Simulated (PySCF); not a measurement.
## C5H9F: calculation and literature

Geometry:
```tsv
atom	x (Å)	y (Å)	z (Å)
F1	1.950	-0.629	-0.735
C2	1.173	-0.268	0.370
C3	0.595	1.128	0.137
C4	-0.872	0.918	-0.289
C5	-0.990	-0.581	-0.570
C6	-0.025	-1.193	0.438
H7	1.834	-0.332	1.238
H8	0.674	1.739	1.038
H9	1.188	1.618	-0.637
H10	-1.153	1.533	-1.145
H11	-1.540	1.189	0.534
H12	-0.646	-0.806	-1.583
H13	-2.011	-0.955	-0.476
H14	0.252	-2.229	0.239
H15	-0.451	-1.142	1.447
```

Measured values that the calculation should reproduce: δ $^{13}$C C2 95.5; C3/C6 32.8; C4/C5 22.5 ppm (measured; solution, not stated per compound (mostly CDCl3 or CCl4); Pretsch, Buehlmann, Badertscher, Structure Determination of Organic Compounds, 4th ed. (2009)).

Theoretical values (PySCF): NMR shieldings at B97-2/pcSseg-2/GIAO, coordinates at the PBE0-D3(BJ)/def2-TZVP level. Equivalent nuclei averaged, in vacuum, non-relativistic Hamiltonian, single conformer.

(1) Set the calculated values beside the experiment.

(2) How far are the unscaled $^{13}$C shifts from the references?

Answers

(1) 
Reference values: measured (solution, not stated per compound (mostly CDCl3 or CCl4); Pretsch, Buehlmann, Badertscher, Structure Determination of Organic Compounds, 4th ed. (2009)).
```json
{"atoms": "C2", "quantity": "δ $^{13}$C", "reference": "95.5", "computed": "101.5", "computed, scaled": "95.9"}
{"atoms": "C3/C6", "quantity": "δ $^{13}$C", "reference": "32.8", "computed": "37.9", "computed, scaled": "34.5"}
{"atoms": "C4/C5", "quantity": "δ $^{13}$C", "reference": "22.5", "computed": "28.4", "computed, scaled": "25.3"}
```

Computed shifts are σ(ref) − σ with the named reference compound (TMS for H and C) calculated as an isolated molecule at the same level. The measured values may be among those fitted. Shieldings were converted by linear fits to measured shifts (mostly CDCl3, TMS scale, for H and C): $^{13}$C: δ = 176.83 − 0.965σ (rms 2.0 ppm, 507 shifts, 2.1 ppm with the 1 outlier that the fit left out). Occasional misses reach two or three times the rms, and more in compound classes unlike the fitted ones.

(2) Mean signed difference +5.67 ppm, mean absolute 5.67 ppm over 3 comparisons; the largest is +6.0 ppm at C2 (sp3 CH bonded to F).
